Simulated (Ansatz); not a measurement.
Corundum (α-Al2O3), treated with RPBE in Ansatz (plane waves, PAW).

Settings: plane-wave cutoff 520 eV, 8×8×8 k mesh, Fermi–Dirac smearing 0.01 eV, scalar-relativistic PAW data made under PBE.

Energies at three volumes about the minimum:

| V (Å³/atom) | E − E_lowest (meV/atom) |
|---|---|
| 8.775 | 2.51 |
| 8.954 | 0.00 |
| 9.134 | 2.38 |

Q: Fit a parabola by hand: where is the minimum, and what is the bulk modulus?

A: Slopes: (0.00 − 2.51)/(8.954 − 8.775) = -14.022 and (2.38 − 0.00)/(9.134 − 8.954) = 13.222 meV/Å³. Curvature E″ = 2 × (13.222 − (-14.022))/(9.134 − 8.775) = 151.777 meV/Å⁶. From the middle of the first interval, the slope vanishes at V0 = 8.8645 − (-14.022)/151.777 = 8.957 Å³/atom. B = V0 E″ = 8.957 × 151.777 meV/Å³ × 0.1602 GPa per meV/Å³ = 218 GPa. The full Birch–Murnaghan fit to all volumes gives V0 = 8.954 Å³/atom and B0 = 218 GPa.

Shape and atoms are relaxed at each volume.

Measured, for comparison: bulk modulus 254 GPa (298 K, copied from a table, unchecked, no zero-point or thermal correction, with K' = 4.34, our sources range from 239 to 254; as tabulated in BurnMan's mineral tables). Computed (rounded) less measured: bulk modulus not scored (unchecked).

Note: the bulk modulus comes from volumes at which shape and atoms were relaxed.

Ansatz is a first-principles code.
